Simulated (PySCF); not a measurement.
C₄H₇ClO.
Structure used (PBE0-D3(BJ)/def2-SVP), in Å, numbered top down from 1:
```
atom  x, y, z in Å
C1     2.4377   -0.3267   -0.3555
C2     1.1978    0.0060   -0.7068
C3    -0.0237   -0.2027    0.1368
O4    -0.7219    1.0001    0.3649
C5    -0.9938   -1.2122   -0.4758
Cl6   -0.2941   -2.8460   -0.5846
H7     3.2865   -0.1573   -1.0229
H8     2.6479   -0.7919    0.6125
H9     1.0161    0.4566   -1.6939
H10    0.2782   -0.5809    1.1268
H11   -0.7977    1.4682   -0.4743
H12   -1.2853   -0.9047   -1.4921
H13   -1.8962   -1.2654    0.1479
```

Computed with PySCF 2.14.0, PBE0-D3(BJ)/def2-SVP geometry optimisation, gas phase.

Take the most abundant isotopes and a rigid rotor. The values belong to one conformer with, in the numbering `[CH2:1]=[CH:2][C@@H:3]([OH:4])[CH2:5][Cl:6]`, C1–C2–C3–O4 123°, C2–C3–O4–H 46°, C2–C3–C5–Cl6 64°.

Q: What are A, B and C (MHz)?

A: Ia = 139.05, Ib = 248.70, Ic = 362.14 u·Å²; 505379 MHz·u·Å²/I gives A = 3635, B = 2032, C = 1396 MHz.

Q: Classify the top.

A: An asymmetric top: κ = (2 × 2032 − 3635 − 1396)/(3635 − 1396) = -0.43.

Q: What does the inertial defect say?

A: Not planar: Δ = Ic − Ia − Ib = -25.61 u·Å². For a rigid frame Δ = −2 Σ m c², so Σ m c² = 12.80 u·Å² lies off the ab plane: 8.19 from hydrogen and 4.61 from heavier atoms. The atom farthest from that plane is 1.49 Å away.

Q: List the rotational levels J(Ka,Kc) to J = 4 (cm⁻¹).

A: Above 0(0,0):
J = 1: 1(0,1) 0.1143, 1(1,1) 0.1678, 1(1,0) 0.1890
J = 2: 2(0,2) 0.3378, 2(1,2) 0.3752, 2(1,1) 0.4389, 2(2,1) 0.5993, 2(2,0) 0.6045
J = 3: 3(0,3) 0.6619, 3(1,3) 0.6834, 3(1,2) 0.8100, 3(2,2) 0.9423, 3(2,1) 0.9664, 3(3,1) 1.2656, 3(3,0) 1.2664
J = 4: 4(0,4) 1.0794, 4(1,4) 1.0900, 4(1,3) 1.2968, 4(2,3) 1.3955, 4(2,2) 1.4593, 4(3,2) 1.7312, 4(3,1) 1.7367, 4(4,1) 2.1725, 4(4,0) 2.1726
The levels of one J sum to (2J + 1)J(J + 1)(A + B + C)/3.

Q: Which types of transition are allowed, and where do some lines up to J = 3 fall?

A: The dipole components are |μa| = 1.04 D, |μb| = 0.09 D, |μc| = 1.45 D. The squared components, which scale the intensities, stand as 0.52 : 0.00 : 1.00 (a : b : c). Some lines, for components of 0.1 D or more:

| type | branch | J(Ka,Kc) | MHz | lower level (cm⁻¹) |
| --- | --- | --- | --- | --- |
| a | Q | 1(1,0) ← 1(1,1) | 637 | 0.168 |
| c | Q | 3(1,3) ← 3(0,3) | 647 | 0.662 |
| c | Q | 1(1,1) ← 1(0,1) | 1603 | 0.114 |
| a | Q | 2(1,1) ← 2(1,2) | 1910 | 0.375 |
| a | R | 1(0,1) ← 0(0,0) | 3428 | 0.000 |
| a | Q | 3(1,2) ← 3(1,3) | 3795 | 0.683 |
| c | Q | 3(2,2) ← 3(1,2) | 3965 | 0.810 |
| c | Q | 2(2,1) ← 2(1,1) | 4808 | 0.439 |
| c | R | 1(1,0) ← 0(0,0) | 5667 | 0.000 |
| a | R | 2(1,2) ← 1(1,1) | 6219 | 0.168 |
| a | R | 2(0,2) ← 1(0,1) | 6700 | 0.114 |
| a | R | 2(1,1) ← 1(1,0) | 7492 | 0.189 |
| c | Q | 3(3,1) ← 3(2,1) | 8969 | 0.966 |
| a | R | 3(1,3) ← 2(1,2) | 9240 | 0.375 |
| a | R | 3(0,3) ← 2(0,2) | 9715 | 0.338 |
| c | R | 2(1,1) ← 1(0,1) | 9731 | 0.114 |
| a | R | 3(2,1) ← 2(2,0) | 10851 | 0.604 |
| a | R | 3(1,2) ← 2(1,1) | 11126 | 0.439 |
| c | R | 2(2,0) ← 1(1,0) | 12454 | 0.189 |
| c | R | 2(2,1) ← 1(1,1) | 12936 | 0.168 |
| c | R | 3(1,2) ← 2(0,2) | 14156 | 0.338 |
| c | R | 3(2,2) ← 2(1,2) | 17000 | 0.375 |
| c | R | 3(3,0) ← 2(2,0) | 19844 | 0.604 |
| c | R | 3(3,1) ← 2(2,1) | 19974 | 0.599 |

Not checked by PBE0-D3(BJ)/def2-SVP frequencies. No vibrational averaging or centrifugal distortion is included, and the geometry carries the error of its method. Quadrupole hyperfine structure (35Cl) is left out.
